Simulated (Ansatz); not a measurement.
# C3H7N: the cost of one run

Program: Ansatz 0.2.0, Gaussian basis. Level of theory: the settings change from run to run. These are calculated values, not measurements.

**1. The molecule**

The structure was relaxed beforehand with PBE0-D4 in a triple-zeta def2 set.

SMILES `CC(C)=N`, 11 atoms, charge 0, spin multiplicity 1.

Atoms are counted from 1 here; the program's logs count them from 0.

Bond lengths: C1–C2 1.502 Å, C1–H5 1.091 Å, C1–H6 1.094 Å, C1–H7 1.094 Å, C2–C3 1.497 Å, C2–N4 1.268 Å, C3–H8 1.088 Å, C3–H9 1.094 Å, C3–H10 1.094 Å, N4–H11 1.021 Å. Angles: C2–C1–H5 111.6°, C2–C1–H6 110.5°, C2–C1–H7 110.4°, H5–C1–H6 108.8°, H5–C1–H7 108.8°, H6–C1–H7 106.6°, C1–C2–C3 115.9°, C1–C2–N4 125.1°, C3–C2–N4 119.0°, C2–C3–H8 110.2°, C2–C3–H9 110.5°, C2–C3–H10 110.6°, H8–C3–H9 109.4°, H8–C3–H10 109.4°, H9–C3–H10 106.7°, C2–N4–H11 110.6°.

**2. CAM-B3LYP/def2-TZVP**

Set apart from the defaults: atoms shaken by 0.08 Å, D3(BJ) with three-body dispersion, relativity set to none, high accuracy, the search for lower states set to off.

in.yaml

```yaml
crystal:
  periodic: [false, false, false]
  atoms:
    - {symbol: C, position_ang: [-0.737716, 0.967827, -0.715261]}
    - {symbol: C, position_ang: [-0.040132, -0.474411, 0.045212]}
    - {symbol: C, position_ang: [0.692739, -0.341728, 0.896196]}
    - {symbol: N, position_ang: [-0.456726, -1.580054, -0.538680]}
    - {symbol: H, position_ang: [-1.380314, 0.748341, -1.158391]}
    - {symbol: H, position_ang: [-1.010457, 1.422208, 0.345538]}
    - {symbol: H, position_ang: [0.267392, 1.639412, -0.961967]}
    - {symbol: H, position_ang: [1.348391, -1.270649, 1.139300]}
    - {symbol: H, position_ang: [0.439678, -0.124242, 2.059158]}
    - {symbol: H, position_ang: [1.753465, 0.141938, 0.662501]}
    - {symbol: H, position_ang: [-1.226544, -1.244624, -1.265856]}
basis:
  gaussian: {orbitals: def2-TZVP}
hamiltonian: {xc: {name: CAM-B3LYP}, dispersion: d3bjatm, pseudopotentials: {relativity: none}}
accuracy: high
scf: {lower_state_search: off}
output: {forces: true}
```

Started as:

```bash
ansatz run in.yaml --threads 2 --pin off --events-out ev --progress --plain --max-ram 4352MiB
```

Q: Estimate wall time and peak memory on 2 threads of Intel Xeon at 2.50GHz, shared host.

About 31 s, with a peak of 0.64 GiB.
